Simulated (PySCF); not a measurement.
PH₅: from structure and modes to constants

Method: PySCF, PBE0, basis P def2-TZVP, H def2-TZVP (no relativity, density fitting).

The singlet minimum has D3h symmetry. Masses (u): P 30.97376, H 1.00782.

```xyz
6
charge 0 multiplicity 1, angstrom
P     0.0000    0.0000    0.0000
H     0.0000    0.0000    1.4811
H     0.0000    0.0000   -1.4811
H     1.4274    0.0000    0.0000
H    -0.7137    1.2361    0.0000
H    -0.7137   -1.2361    0.0000
```

Harmonic wavenumbers (cm⁻¹): 504.7 (e', ×2), 1171.0 (a2'', ×1), 1245.8 (e', ×2), 1442.7 (e'', ×2), 1881.3 (a1', ×1), 1975.0 (a2'', ×1), 2313.6 (a1', ×1), 2326.1 (e', ×2).

(1) Find the principal moments of inertia and the rotational constants. What kind of rotor is it?

(2) Give the standard entropy (298.15 K, 1 bar) by its translational, rotational, vibrational and spin parts, and Cp.

## Answers

(1) About the centre of mass I = 6.1598, 7.5018, 7.5018 u Å². With B = 16.8576/I this gives 2.737, 2.247, 2.247 cm⁻¹. The molecule is a prolate symmetric top.

(2) Sackur–Tetrode with M = 36.01 u gives 153.6; rotation with symmetry number 6 gives 57.9; vibration 6.0; spin R ln 1 = 0.0. The total is 217.5 J/(mol K), and Cp = 4 R + 13.7 = 47.0 J/(mol K).
